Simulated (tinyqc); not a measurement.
Inside a calculation. Method: UKS/exchange-only LDA in the sto-6g basis, for LiH+, spin multiplicity 2. One step of it, computed by the program tinyqc.

Task: Iteration 2: DIIS coefficients. Solve [B -1; -1 0][c; lambda] = [0; -1] for the coefficients, which sum to one.

B (overlaps of the stored error matrices):
```
                1               2
1   7.9105599e-02  -5.8298156e-03
2  -5.8298156e-03   5.8887942e-04
```

Give: DIIS coefficients.

Result:

DIIS coefficients: 0.0703  0.9297
